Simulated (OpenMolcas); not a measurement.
How methods differ on [BF2]+ (SMILES F[B+]F)

The species is [BF2]+ (3 atoms), meant as a singlet with charge +1. SMILES: `F[B+]F`. Geometry: relaxed at PBE0-D4/def2-TZVP.

```xyz
3

F     0.3297    1.1405    0.3077
B     0.0000    0.0000    0.0000
F    -0.3297   -1.1405   -0.3077
```

Quantity: the vertical energy of the triplet above the singlet, in eV. The values are calculated.

```csv
level,kind,program,value (eV),CPU time (all runs)
HF/cc-pVTZ,Hartree–Fock,OpenMolcas,12.43,26 s
SVWN5/cc-pVTZ,LDA,OpenMolcas,11.03,65 s
BLYP/cc-pVTZ,GGA,OpenMolcas,10.79,89 s
M06-L/cc-pVTZ,meta-GGA,OpenMolcas,11.45,1.7 min
B3LYP/cc-pVTZ,global hybrid,OpenMolcas,11.43,73 s
M06-2X/cc-pVTZ,hybrid meta-GGA,OpenMolcas,?,90 s
PBE0/cc-pVTZ,global hybrid,OpenMolcas,?,76 s
```

Question: Estimate what the levels marked ? give.

Answer: As computed at these levels: M06-2X/cc-pVTZ: 12.08 eV; PBE0/cc-pVTZ: 11.49 eV. The values span 10.79 to 12.43 eV. A triplet this far above the singlet is often a Rydberg-like or dissociative state; sets without diffuse functions put Rydberg states too high. M06-2X/cc-pVTZ lies far from functionals of the same kind, perhaps in another electronic state. Times are those of the runs behind each value, whatever else they computed, on shared processors of several kinds: orders of magnitude only.
